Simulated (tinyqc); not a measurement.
Ways to converge the cycle: SCF convergence aids in the sto-6g basis, for CH2, spin multiplicity 3. Computed by the program tinyqc with PySCF. 

Geometry (angstrom):
```
atom       x        y       z
C     0.0000   0.0000  0.0000
H     0.0000   1.0330  0.8040
H     0.0000  -1.0330  0.8040
```

lowest solution found by these runs and by PySCF with stability checks = -38.744721 hartree

UHF with one setting changed at a time; a run stops when the energy changes by less than 1e-09 hartree and the error matrix is below 1e-5. The start is random orbitals. Damping d keeps d of the old density; a shift (hartree) raises the virtual levels; DIIS n extrapolates F over n matrices.

Largest element of the error matrix X^T (FDS - SDF) X:
```
iteration    plain  damping 0.3  damping 0.6  shift 0.4   DIIS 3   DIIS 8
1          3.6e+00      3.6e+00      3.6e+00    3.6e+00  3.6e+00  3.6e+00
2          2.2e-01      1.0e+00      2.0e+00    3.2e-01  2.2e-01  2.2e-01
3          1.0e-01      3.3e-01      1.2e+00    1.4e-01  1.0e-01  1.0e-01
4          6.8e-02      1.1e-01      7.2e-01    1.1e-01  7.0e-02  7.0e-02
5          4.2e-02      7.9e-02      4.4e-01    7.4e-02  2.7e-02  2.7e-02
6          2.5e-02      6.4e-02      2.7e-01    7.4e-02  1.1e-02  1.4e-02
8          1.0e-02      3.6e-02      1.1e-01    8.4e-02  4.3e-03  3.9e-03
10         6.5e-03      1.9e-02      6.1e-02    6.5e-02  4.9e-04  2.7e-04
14         2.7e-03      8.2e-03      3.4e-02    2.3e-02  9.0e-06  4.3e-06
20         6.8e-04      3.3e-03      1.2e-02    6.5e-03        -        -
30         6.8e-05      7.1e-04      5.2e-03    1.5e-03        -        -
45               -      6.9e-05      1.5e-03    1.4e-04        -        -
60               -            -      4.2e-04    1.4e-05        -        -
```

How each run ends:
```
run          iterations  E (hartree)                                                        state
plain                39    -38.74472                                                 lowest found
damping 0.3          58    -38.74472                                                 lowest found
damping 0.6         >60    -38.74472  falls steadily but slowly, by a factor of about 0.92 a step
shift 0.4           >60    -38.74472  falls steadily but slowly, by a factor of about 0.86 a step
DIIS 3               16    -38.74472                                                 lowest found
DIIS 8               15    -38.74472                                                 lowest found
```

4 of 6 runs reach the lowest solution found, in 15 to 58 iterations (fastest: DIIS 8). Not converged: damping 0.6, shift 0.4. Plain steps already contract here, so damping only slows them. DIIS 3 and DIIS 8 gain by cancelling the error over several earlier matrices, much as a quasi-Newton step does.
